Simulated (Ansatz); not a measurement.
The first iterations of a band of C3H5NS (10 atoms, charge 0, multiplicity 1).

Level of theory: RKS B3LYP/6-31G* in Ansatz.

| Item | Value |
| --- | --- |
| movable images | 5 |
| climbing image | yes |
| spring | 5.0 eV/Å² |
| optimiser | quadratic models (default) |
| start path | through a guess of the saddle point |
| force threshold | 0.05 eV/Å |
| iteration limit | 60 |
| end points | relaxed |

Image 0:

```xyz
10
Properties=species:S:1:pos:R:3
C -1.329 -0.967 -0.441
C -0.185 -0.086 -0.073
N 0.937 -0.415 0.464
C 1.497 0.935 0.511
S -0.040 1.694 -0.270
H -2.236 -0.671 0.098
H -1.079 -2.001 -0.186
H -1.541 -0.901 -1.514
H 2.386 1.060 -0.113
H 1.673 1.300 1.526
```

Image 6:

```xyz
10
Properties=species:S:1:pos:R:3
C -1.326 -0.965 -0.451
C -0.192 -0.091 -0.040
N 1.070 -0.316 -0.146
C 1.511 0.945 0.447
S -0.257 1.533 0.725
H -1.956 -0.462 -1.195
H -1.959 -1.212 0.409
H -0.928 -1.888 -0.883
H 2.059 1.587 -0.247
H 2.060 0.818 1.384
```

| iteration | highest image above the first end (eV) | largest band force component (eV/Å) |
| --- | --- | --- |
| 1 | 0.919 | 4.452 |
| 2 | 0.168 | 1.771 |

Question: Does the band converge within its limit, and where does its top end?

Answer: It converged. It ended after 6 iterations with the highest image 0.053 eV above the first end. A vibrational analysis at the climbing image gives one clearly imaginary mode, 143i cm⁻¹: a first-order saddle point.

Run time: 2.7 min on 1 CPU thread of a shared host.
